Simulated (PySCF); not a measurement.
## Atomic charges against the basis set

Species: C2H4O3S.
Geometry (PBE0-D3(BJ)/def2-SVP, Å), atoms numbered from 1 in this order:
```xyz
10
C2H4O3S angstrom
C      1.6046    0.4554   -0.1498
C      0.5814    0.1023    0.6212
S     -0.8166   -0.7135   -0.0750
O     -0.6479   -0.8140   -1.5140
O     -1.1337   -1.8492    0.7554
O     -1.9876    0.3767    0.2021
H      1.5765    0.2673   -1.2270
H      2.4913    0.9310    0.2768
H      0.5222    0.2366    1.7045
H     -2.0656    0.9306   -0.5899
```

PBE0 throughout (PySCF), one geometry, spherical d and f functions. One conformer (not necessarily the lowest) at the PBE0-D3(BJ)/def2-SVP geometry, without solvent, vibrations or thermal averaging. Atoms taken as equivalent share a column and are averaged. The first 7 of 9 kinds of atom are listed.

Mulliken charges (e):

```tsv
basis	functions	C1	C2	S3	O4/O5	O6	H7	H8
pcSseg-0	66	-0.329	-0.522	+1.746	-0.724	-0.712	+0.280	+0.267
cc-pVDZ	108	+0.031	-0.260	+0.978	-0.429	-0.318	+0.085	+0.075
aug-cc-pVDZ	178	+0.459	+0.492	+2.269	-0.852	-0.596	-0.318	-0.307
cc-pVTZ	240	-0.211	-0.203	+0.896	-0.423	-0.314	+0.158	+0.145
IGLO-III	259	-0.223	-0.169	+1.326	-0.549	-0.580	+0.150	+0.128
```

IAO charges (e):

```json
{"basis": "pcSseg-0", "functions": "66", "C1": "-0.235", "C2": "-0.377", "S3": "+1.888", "O4/O5": "-0.769", "O6": "-0.665", "H7": "+0.184", "H8": "+0.180"}
{"basis": "cc-pVDZ", "functions": "108", "C1": "-0.256", "C2": "-0.388", "S3": "+2.125", "O4/O5": "-0.841", "O6": "-0.714", "H7": "+0.180", "H8": "+0.172"}
{"basis": "aug-cc-pVDZ", "functions": "178", "C1": "-0.261", "C2": "-0.386", "S3": "+2.144", "O4/O5": "-0.856", "O6": "-0.731", "H7": "+0.186", "H8": "+0.177"}
{"basis": "cc-pVTZ", "functions": "240", "C1": "-0.261", "C2": "-0.398", "S3": "+2.193", "O4/O5": "-0.870", "O6": "-0.737", "H7": "+0.186", "H8": "+0.176"}
{"basis": "IGLO-III", "functions": "259", "C1": "-0.261", "C2": "-0.400", "S3": "+2.211", "O4/O5": "-0.877", "O6": "-0.743", "H7": "+0.186", "H8": "+0.176"}
```

Hirshfeld charges (e):

```json
{"basis": "pcSseg-0", "functions": "66", "C1": "-0.044", "C2": "-0.077", "S3": "+0.667", "O4/O5": "-0.341", "O6": "-0.246", "H7": "+0.060", "H8": "+0.074"}
{"basis": "cc-pVDZ", "functions": "108", "C1": "-0.056", "C2": "-0.068", "S3": "+0.541", "O4/O5": "-0.297", "O6": "-0.205", "H7": "+0.059", "H8": "+0.068"}
{"basis": "aug-cc-pVDZ", "functions": "178", "C1": "-0.061", "C2": "-0.072", "S3": "+0.541", "O4/O5": "-0.299", "O6": "-0.207", "H7": "+0.064", "H8": "+0.073"}
{"basis": "cc-pVTZ", "functions": "240", "C1": "-0.058", "C2": "-0.068", "S3": "+0.523", "O4/O5": "-0.294", "O6": "-0.202", "H7": "+0.062", "H8": "+0.071"}
{"basis": "IGLO-III", "functions": "259", "C1": "-0.062", "C2": "-0.069", "S3": "+0.521", "O4/O5": "-0.290", "O6": "-0.203", "H7": "+0.061", "H8": "+0.072"}
```

Some averages cover members that differ in this geometry, most widely: O4/O5, IAO in pcSseg-0 -0.789 to -0.749; O4/O5, Mulliken in IGLO-III -0.567 to -0.531; O4/O5, Mulliken in pcSseg-0 -0.739 to -0.709; O4/O5, Mulliken in cc-pVDZ -0.444 to -0.414 e.

**Question.** Which scheme is steadiest as the basis changes?

**Answer.** Largest range over the bases for any column: Hirshfeld 0.15 e, IAO 0.32 e, Mulliken 1.37 e. Hirshfeld charges move least and Mulliken charges most, counted in e.

**Question.** How much do the charges still move between the two largest bases, cc-pVTZ and IGLO-III?

**Answer.** At most, over all atoms: Mulliken 0.429 e, IAO 0.018 e, Hirshfeld 0.006 e.

**Question.** What do the same runs give for the total energy, the frontier levels and the dipole moment?

**Answer.** 
```tsv
basis	energy (Eh)	HOMO (eV)	LUMO (eV)	μ (D)
pcSseg-0	-700.5447	-9.04	-1.68	5.07
cc-pVDZ	-701.9275	-8.60	-1.19	4.25
aug-cc-pVDZ	-701.9683	-8.86	-1.50	4.43
cc-pVTZ	-702.0896	-8.81	-1.39	4.37
IGLO-III	-702.1114	-8.85	-1.49	4.36
```

The dipole is fixed by the density alone, so its range of 0.82 D shows that the density itself changes with the basis, not only its division among atoms.
